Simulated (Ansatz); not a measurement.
A calculation with Ansatz (development build ahead of 0.2.0).

```yaml
crystal:
  periodic: [false, false, false]
  atoms:
    - { symbol: B, position_ang: [0.0, 0.0, 0.0] }
    - { symbol: Li, position_ang: [0.0, 4.4339, 2.5599] }
    - { symbol: Li, position_ang: [0.0, -4.4339, 2.5599] }
basis:
  gaussian: { orbitals: pcseg-2 }
magnetization:
  initial_magnetization: 3
hamiltonian:
  xc: { name: wB97X }
```

The input is written out in the form of the current development build from the run's settings.

The run gave:

| Quantity | Value |
| --- | --- |
| Converged | yes |
| Total energy | -39.60871 hartree |
| Spin squared of the determinant | 3.750 |
| Stability test | minimum among restricted orbitals |

Caution: stretched shape with no unrestricted run beside it, a lower state can exist; charge can spread falsely over distant fragments; other spin multiplicities may lie lower.
